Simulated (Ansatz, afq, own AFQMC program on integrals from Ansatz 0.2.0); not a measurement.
# Where AFQMC and coupled cluster stand for SiH3, doublet

```json
{"atom": "H", "x (Å)": "-2.4021", "y (Å)": "0.0479", "z (Å)": "0.0000"}
{"atom": "H", "x (Å)": "-1.5121", "y (Å)": "0.0479", "z (Å)": "0.0000"}
{"atom": "Si", "x (Å)": "0.1219", "y (Å)": "0.0479", "z (Å)": "0.0000"}
{"atom": "H", "x (Å)": "0.5183", "y (Å)": "-1.4316", "z (Å)": "0.0000"}
```

Basis cc-pVTZ. Only valence electrons are correlated. Integrals, coupled cluster, full CI and functionals: Ansatz 0.2.0; the random walks run on the same integrals in our own AFQMC program. ph-AFQMC/CISD is guided by a CISD state made of CCSD amplitudes; releasing the constraint for a short imaginary time cuts its bias at the price of noise, slowly where states lie close. Uncertainties: one standard error, sampling alone.

Determinant: UHF, the one that the program's search chose, which needn't be the lowest solution. The geometry is a point of a scan.

No full CI on the walks' own integrals is used here; CCSDT(Q) serves as the reference and is uncertain by about the last step of the cluster series.

Cautions: higher spins were not checked; raised T1 diagnostic (T1 0.047, weight of the determinant 0.87, largest double 0.09); unrestricted determinant slightly spin contaminated (⟨S²⟩ 0.84 against 0.75).

* T1 diagnostic: 0.0475
* weight of the determinant in the CISD state: 0.865
* ⟨S²⟩ of the determinant: 0.844
* size of the correlated space: 7 electrons in 71 orbitals

```json
{"level": "MP2", "correlation energy (eV)": "-3.3485"}
{"level": "CCSD", "correlation energy (eV)": "-4.2652"}
{"level": "CCSD(T)", "correlation energy (eV)": "-4.4060"}
```

(1) Estimate where phaseless AFQMC with a CISD trial lies against CCSD(T) on the same integrals.

(1) 23.0 ± 2.7 meV below CCSD(T).

Reference: CCSDT(Q), correlation energy -4.444 eV. The released energy is read at 2.40 1/Eh (meV from the phaseless value at times in 1/Eh: -4 ± 3 at 0.24, -6 ± 3 at 0.51, -10 ± 3 at 0.99, -12 ± 3 at 1.62, -13 ± 3 at 2.40).

```
         level  E − E(reference) (meV)  share of correlation (%)
       CCSD(T)                    38.1                     99.14
         CCSDT                     5.5                     99.88
 ph-AFQMC/CISD              15.1 ± 2.7                     99.66
released AFQMC               2.2 ± 2.8                     99.95
```

A walk keeps the symmetry of its determinant, which the program's search chose and which needn't be the lowest solution, so a lower state of the same spin and another symmetry isn't excluded. Released energies are given only where the last usable release times agree within the noise; a slower fall can still hide under it.
